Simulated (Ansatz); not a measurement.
Lattice parameter c (Å) of solids drawn from the class of oxides, at two levels: PBE (Ansatz, a quantum-chemistry and plane-wave program, plane waves, PAW), and PBE-D3(BJ) (PAW; Ansatz).

| solid | PBE | PBE-D3(BJ) | shift (%) |
|---|---|---|---|
| rutile CrO2 | 2.921 | 2.912 | -0.31 |
| A-type hexagonal La2O3 | 6.187 | 6.099 | -1.42 |
| stishovite (SiO2) | 2.690 | 2.682 | -0.30 |
| rutile TiO2 | 2.964 | 2.954 | -0.34 |
| corundum Ga2O3 (metastable phase) | 13.623 | 13.531 | -0.68 |
| corundum (α-Al2O3) | 13.123 | 13.037 | -0.66 |
| α-quartz (SiO2) | 5.510 | 5.423 | -1.58 |
| SiO2 (P4₁2₁2, No. 92) | 7.103 | 6.814 | -4.07 |
| rutile SnO2 | 3.238 | 3.230 | -0.25 |
| anatase TiO2 (metastable phase) | 9.697 | 9.573 | -1.28 |

The shifts run from -4.07 % to -0.25 %, with a median of -0.67 %.

Of 10 rows, PBE-D3(BJ) is the larger in 0 and the smaller in 10.

Database compounds that came out metallic weren't drawn.

Ansatz's runs of these crystals have no spin polarisation, but for rutile CrO2.

Density-functional runs with spin start from parallel moments for rutile CrO2.

Spin–orbit coupling is left out, also for the solids with elements from indium on (A-type hexagonal La2O3, rutile SnO2); its size isn't shown.

Ansatz's density-functional and Hartree–Fock values are scalar-relativistic unless marked +SOC, with PAW data made under PBE.
